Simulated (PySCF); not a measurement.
## TDDFT excited states: C7H8O

Compound: anisole, C7H8O.
SMILES: `COc1ccccc1`

Method used: TDDFT CAM-B3LYP/def2-SVPD, vertical, gas phase, core orbitals frozen in the response in PySCF 2.14.0, density-fitted response routines. One conformer (not necessarily the lowest) at the PBE0-D3(BJ)/def2-SVP geometry, without solvent, vibrations or thermal averaging. Torsions of this conformer, `[CH3:1][O:2][c:3]1[cH:4][cH:5][cH:6][cH:7][cH:8]1`: C1–O2–C3–C4 180°.

```tsv
state	E (eV)	λ (nm)	ν̃ (cm⁻¹)	f	symmetry	main configurations (H = HOMO, L = LUMO)
S1	5.18	239.3	41800	0.032	A′	H→L (77%), H-1→L+1 (19%)
S2	5.94	208.9	47870	0.076	A′	H→L+1 (71%), H-1→L (24%)
S3	6.44	192.6	51920	0.0051	A″	H→L+2 (83%)
S4	6.89	179.9	55590	0.022	A″	H→L+3 (78%)
S5	6.93	178.9	55910	0.691	A′	H-1→L (70%), H→L+1 (25%)
S6	7.01	176.8	56550	0.405	A′	H-1→L+1 (76%), H→L (18%)
S7	7.04	176.2	56740	0.0024	A″	H→L+4 (65%), H→L+5 (11%)
S8	7.30	169.8	58890	0.0000	–	H-1→L+2 (50%), H-1→L+3 (31%)
S9	7.42	167.1	59850	0.0027	A″	H→L+5 (54%), H→L+4 (23%)
S10	7.74	160.1	62450	0.030	A″	H→L+6 (60%), H-1→L+4 (21%)
```

Triplets (Tamm–Dancoff): T1 4.00 eV, H→L+1 (48%), H-1→L (27%), H→L (18%); T2 4.34 eV, H→L (76%), H→L+1 (17%); T3 4.73 eV, H-1→L (65%), H→L+1 (31%); T4 5.49 eV, H-1→L+1 (94%).

The lowest singlet lies at 5.18 eV (239 nm, ultraviolet) and is of moderate strength; its leading configuration is HOMO→LUMO (77%). The most intense listed level is S5 at 6.93 eV (179 nm, f = 0.691), 1.75 eV above S1. Löwdin shares by element: HOMO carbon 46% or more, oxygen 20% (atoms not listed hold the other 33%); LUMO carbon 71% or more (atoms not listed hold the other 29%). Of the 10 states listed, 6 reach f = 0.01 and 1 stays under 0.0005. The oscillator strengths of these states sum to 1.267; summed over the whole spectrum of an exact calculation they would give the number of electrons, 58 (Thomas–Reiche–Kuhn). The listed states span 2.56 eV, and the widest gap between neighbours is 0.75 eV (S1 to S2). The vertical ionisation energy (ΔSCF) is 8.34 eV, 0.59 eV above S10. Symmetry labels in Cs follow from the direction of the transition dipole and are given only for states with f of 0.002 or more. The window holds the lowest 10 singlets.

On an Arm Neoverse V2 with one thread (shared host), this took 2.0 min.
